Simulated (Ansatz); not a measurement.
A made-up structure of Al₂H₄, closed shell:

```
6
angstrom
Al -0.6955 -1.0846 -0.1221
Al 0.6955 1.0846 0.1226
H 0.1070 0.8709 1.5077
H -0.8712 -1.8193 -1.5274
H 2.2630 1.0531 0.4189
H 0.0348 2.5304 -0.0147
```

It is relaxed with PBE-D4/def2-SVP and then PBE0-D4/def2-TZVP (Ansatz 0.2.0). Atoms count as bonded within 1.22 times the sum of their covalent radii (H–H: 0.88 Å). The end point is not checked to be a true minimum.

(1) Does its bonding change? (A judgement: the text doesn't fix the answer.)

Results:

(1) The calculation gives: No: no bond forms or breaks.

Where it ends: The first stage lowers the energy by 1.88 eV in 5 steps. It ends as Al₂H₄ ([AlH][AlH3]):
Al1  (-0.395, -0.812, -0.690)
Al2  (0.689, 1.259, 0.560)
H3  (0.113, 0.935, 2.020)
H4  (-1.069, -2.070, -1.456)
H5  (2.223, 0.917, 0.252)
H6  (-0.026, 2.405, -0.302)
(Å)

Labels in which every atom is bracketed show which atoms are joined, not bond orders.

For scale, one of the runs: PBE0-D4/def2-TZVP relaxation, 98 basis functions, launched by `ansatz run in.yaml --threads 2 --pin off --events-out ev --progress --plain --max-ram 4352MiB`. Hardware: 2 CPU threads of an Intel Xeon, shared host. Wall time about 8.6 s.
